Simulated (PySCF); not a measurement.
Molecule: 1,2,3-trifluoropropane (FCC(F)CF, C$_{3}$H$_{5}$F$_{3}$).

Geometry (Å), atoms numbered from 1 in this order:
```xyz
11

F     0.3270    1.7326   -0.8469
C    -0.4971    0.6478   -0.9874
C    -0.5188   -0.1732    0.2751
F    -1.1243    0.5314    1.2892
C     0.8652   -0.5581    0.7605
F     1.4659   -1.3486   -0.1835
H    -0.1311    0.0205   -1.8171
H    -1.5168    0.9994   -1.2163
H    -1.1086   -1.0875    0.0785
H     0.7853   -1.1091    1.7111
H     1.4650    0.3527    0.9154
```

Geometry PBE0-D3(BJ)/def2-SVP throughout; GIAO in PySCF 2.14.0 with density-fitted response routines, gas phase, one conformer, non-relativistic; equivalent atoms averaged; basis pcSseg-2.

For orientation, KT2 gives these absolute shieldings σ: F4 388.4, F1/F6 424.1, C3 88.7, C2/C5 100.6, H8/H11 26.43, H7/H10 26.62, H9 26.68 ppm.

A run gave: F4 403.7, F1/F6 437.7, C3 91.2, C2/C5 102.4, H8/H11 26.58, H7/H10 26.79, H9 26.86 ppm (absolute shieldings σ).

Which functional was used in that run?
A. PBE
B. WP04
C. PBE0
D. BP86

## Answers

C. C3 tells them apart best: PBE0 gives 91.2, BP86 gives 82.7, PBE gives 82.6, WP04 gives 76.7 ppm.
